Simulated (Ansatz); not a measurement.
**BNH (doublet): wave-function methods side by side at angle N2–B1–H3 = 72.5°, 6-31G**

Aim: climb from Hartree-Fock through coupled cluster and multireference methods for BNH (doublet) at one geometry and basis, and see what each rung misses.

Program: Ansatz 0.2.0, Gaussian basis. Level of theory: 6-31G, core rule «outside noble gas», up to 2 orbitals frozen. These are calculated values, not measurements.

Plan: UHF; CCSD(T) on ROHF; CCSD(T) on UHF; BCCD(T) on ROHF; CISD; CCSDT(Q) on ROHF; CCSDT(Q) on UHF; CCSDTQ on ROHF; CASSCF and MRCISD+Q, 3 electrons in 3 orbitals; CASSCF and NEVPT2, 3 electrons in 3 orbitals; CASSCF and MRCISD+Q, 9 electrons in 9 orbitals; CASSCF and NEVPT4(SD), 9 electrons in 9 orbitals; CASSCF and NEVPT2, 9 electrons in 9 orbitals; Full CI.

12 further runs of the same task are left out: 1 for a mislabelled method, 9 that didn't finish, 2 set aside as unsound or not needed.

## 1. What is computed

The geometry derives from a PBE0/def2-TZVP stationary point (not a proven minimum). One angle is set to the value named; bond lengths are kept.

3 atoms, charge 0, spin multiplicity 2.

Atoms are counted from 1 here; the program's logs count them from 0.

Bond lengths: B1–N2 1.306 Å, B1–H3 1.174 Å. Angles: N2–B1–H3 72.5°.

## 2. UHF

in.yaml

```yaml
crystal:
  periodic: [false, false, false]
  atoms:
    - {symbol: B, position_ang: [-0.608019, 0.000000, 0.391635]}
    - {symbol: N, position_ang: [0.444926, 0.000000, -0.380415]}
    - {symbol: H, position_ang: [0.338660, 0.000000, 1.085769]}
basis:
  gaussian: {orbitals: 6-31G}
magnetization: {spin_polarized: true, initial_magnetization: 1}
hamiltonian: {xc: hf}
output: {orbitals: {seedname: orbitals}}
```

Run with:

```sh
ansatz run in.yaml --threads 1 --pin off --events-out ev --progress --plain --max-ram 2393MiB
```

Further steps of the session: CCSD(T) on ROHF; CCSD(T) on UHF; BCCD(T) on ROHF; CISD; CCSDT(Q) on ROHF; CCSDT(Q) on UHF; CCSDTQ on ROHF; CASSCF and MRCISD+Q, 3 electrons in 3 orbitals; CASSCF and NEVPT2, 3 electrons in 3 orbitals; CASSCF and MRCISD+Q, 9 electrons in 9 orbitals; CASSCF and NEVPT4(SD), 9 electrons in 9 orbitals; CASSCF and NEVPT2, 9 electrons in 9 orbitals; Full CI.

Before running them: what should the planned runs give, taken together? Wanted: FCI below the RHF energy; RMP2 from FCI; UMP2 from FCI; RCCSD from FCI; RCCSD(T) from FCI; UCCSD(T) from FCI; RCCSDT(Q) from FCI; UCCSDT(Q) from FCI; NEVPT2 pair from FCI.

**Answer**, as computed:

| quantity | value |
| --- | --- |
| FCI below the RHF energy | -5.1048 eV |
| RMP2 from FCI | +906.6 meV |
| UMP2 from FCI | +887.4 meV |
| RCCSD from FCI | +262.7 meV |
| RCCSD(T) from FCI | +48.5 meV |
| UCCSD(T) from FCI | +55.8 meV |
| RCCSDT(Q) from FCI | -0.2 meV |
| UCCSDT(Q) from FCI | -3.2 meV |
| NEVPT2 pair from FCI | +727.2 meV |
| MRCISD+Q pair from FCI | +119.4 meV |
| NEVPT2 valence from FCI | +367.3 meV |
| levels within 1 kcal/mol (43 meV) | RCCSDT, UCCSDT, RCCSDT(Q), UCCSDT(Q), RCCSDTQ, MRCISD+Q valence |
| T1 diagnostic | 0.070 |
| effectively unpaired electrons | 1.12 |

RCCSD(T) misses by +48.5 meV, 1.0 % of the correlation energy. UCCSDT(Q) falls below full CI: unrestricted runs freeze a spin-polarised core, another one than full CI's, and coupled cluster isn't variational. The occupations are near whole numbers, but T1 = 0.070 shows that the orbitals relax strongly. Of the multireference levels listed MRCISD+Q valence comes nearest in total energy (+18.1 meV), which doesn't show that its space is the better one. These misses are within one basis, not against nature; the frozen cores of restricted and unrestricted runs differ, which can shift their rows.
